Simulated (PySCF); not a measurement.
**Peak assignment**

Bonds: C1-C2 1.328 Å, C2-C3 1.470 Å, C3-N4 1.269 Å, C3-C5 1.488 Å, C5-N6 1.255 Å. C1 carries H7, H8; C2 carries H9; N4 carries H10; C5 carries H11; N6 carries H12.

Theory: coordinates at the GFN2-xTB level, shieldings: GIAO PBE0/pcSseg-1, J: B3LYP/pcJ-1 (spin–dipole term only in couplings to heteroatoms), in PySCF 2.14 (single conformer, isolated molecule, relativity neglected).

Referencing at the same level of theory: ¹³C (σ = 186.93 ppm) and ¹H (σ = 31.72 ppm) against TMS.

(1) Assign these signals to the numbered atoms. ¹³C{¹H} NMR (computed): δ 169.3 (CH), 162.2 (C), 137.0 (CH), 132.2 (CH2).

(2) Assign these signals to the numbered atoms. ¹H NMR (500 MHz, computed): δ 13.56 (br s, 1H), 11.81 (br s, 1H), 8.13 (s, 1H), 6.50 (m, 1H), 6.34 (m, 1H), 6.14 (m, 1H).

## Answers

(1) 
| δ (ppm) | atoms | environment | reason |
| --- | --- | --- | --- |
| 169.3 | C5 | carbon bonded to C, N, H | – |
| 162.2 | C3 | carbon bonded to 2 C, N | – |
| 137.0 | C2 | carbon bonded to 2 C, H | – |
| 132.2 | C1 | carbon bonded to C, 2 H | – |

(2) 
| δ (ppm) | atoms | environment | reason |
| --- | --- | --- | --- |
| 13.56 | H12 | hydrogen on a nitrogen bonded to C | – |
| 11.81 | H10 | hydrogen on a nitrogen bonded to C | – |
| 8.13 | H11 | hydrogen on a carbon bonded to C, N | – |
| 6.50 | H9 | hydrogen on a carbon bonded to 2 C | – |
| 6.34 | H7 | hydrogen on a carbon bonded to C | – |
| 6.14 | H8 | hydrogen on a carbon bonded to C | – |

OH/NH shifts are gas-phase values; hydrogen bonding in solution moves them, usually downfield. Multiplet labels drop couplings under 1 Hz and merge nearly equal ones. Unscaled 3J(H,H) at this level run about 10 % above measured values. Shifts are as computed. Against solution values, carbons near 30 ppm lie about +3 ppm off and those near 130 ppm about +5 ppm. Of 1211 compounds with measured shifts, 218 miss one by over three times the rms of a fit or turn the order of signals round; such compounds aren't used in these exercises. Couplings to exchangeable protons are dropped.
